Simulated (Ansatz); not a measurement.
# Dimethylamine (C₂H₇N): how energies converge with the basis set

An exercise on one series of results from a longer session: the logs are not shown, and one member is left open.

Method: one geometry, several basis sets; program: Ansatz 0.2.0, Gaussian basis.

Levels to be run: PBE0-D4/def2-SVP; ωB97M-V/def2-SVP; PBE0-D4/def2-QZVPP; ωB97M-V/def2-QZVPP; the functionals' def2-TZVPP values are taken from earlier runs.

## The geometry

The geometry comes from an earlier relaxation with PBE0-D4 in a triple-zeta def2 set; it is a stationary point, not always the lowest conformer.

SMILES `CNC`, 10 atoms, charge 0, spin multiplicity 1.

Atoms are counted from 1 here; the program's logs count them from 0.

Bond lengths: C1–N2 1.445 Å, C1–H4 1.092 Å, C1–H5 1.094 Å, C1–H6 1.104 Å, N2–C3 1.445 Å, N2–H7 1.011 Å, C3–H8 1.094 Å, C3–H9 1.092 Å, C3–H10 1.104 Å. Angles: N2–C1–H4 110.0°, N2–C1–H5 109.4°, N2–C1–H6 114.0°, H4–C1–H5 107.5°, H4–C1–H6 108.3°, H5–C1–H6 107.3°, C1–N2–C3 112.8°, C1–N2–H7 109.8°, C3–N2–H7 109.8°, N2–C3–H8 109.4°, N2–C3–H9 110.0°, N2–C3–H10 114.0°, H8–C3–H9 107.5°, H8–C3–H10 107.3°, H9–C3–H10 108.3°.

As a file:

```xyz
10

C    -0.85667    0.40725   -0.74884
N    -0.45988   -0.17442    0.51250
C     0.94584   -0.50394    0.55850
H    -1.91057    0.69054   -0.71397
H    -0.74074   -0.33478   -1.54445
H    -0.26838    1.29514   -1.03889
H    -0.68910    0.45693    1.26857
H     1.15834   -1.29475   -0.16711
H     1.20741   -0.88569    1.54746
H     1.61375    0.34371    0.32624
```

Set-up of the first run:

Contents of in.yaml:

```yaml
crystal:
  periodic: [false, false, false]
  atoms:
    - {symbol: C, position_ang: [-0.856665, 0.407255, -0.748840]}
    - {symbol: N, position_ang: [-0.459882, -0.174422, 0.512500]}
    - {symbol: C, position_ang: [0.945843, -0.503940, 0.558500]}
    - {symbol: H, position_ang: [-1.910570, 0.690545, -0.713970]}
    - {symbol: H, position_ang: [-0.740740, -0.334776, -1.544452]}
    - {symbol: H, position_ang: [-0.268381, 1.295141, -1.038887]}
    - {symbol: H, position_ang: [-0.689095, 0.456927, 1.268572]}
    - {symbol: H, position_ang: [1.158336, -1.294752, -0.167110]}
    - {symbol: H, position_ang: [1.207409, -0.885686, 1.547458]}
    - {symbol: H, position_ang: [1.613746, 0.343708, 0.326239]}
basis:
  gaussian: {orbitals: def2-SVP}
hamiltonian: {xc: pbe0, dispersion: d4}
output: {orbitals: {seedname: orbitals}}
```

Steps of the session up to this table: PBE0-D4 in def2-SVP; ωB97M-V in def2-SVP; PBE0-D4 in def2-QZVPP; ωB97M-V in def2-QZVPP.

One of the session's tables, all rows but one given; the rest of the session is left out.

It belongs to the step «Functionals by basis». 

```
functional       basis  HOMO (eV)  LUMO (eV)
   PBE0-D4    def2-SVP          ?          ?
   PBE0-D4  def2-TZVPP      -6.37       1.23
   PBE0-D4  def2-QZVPP      -6.41       0.75
   ωB97M-V    def2-SVP      -8.53       3.55
   ωB97M-V  def2-TZVPP      -8.75       2.65
   ωB97M-V  def2-QZVPP      -8.79       1.87
```

Q: Estimate the row for PBE0-D4, def2-SVP from the others.

The run gave: HOMO (eV): -6.15; LUMO (eV): 1.91. In the column «HOMO (eV)» it is the highest.
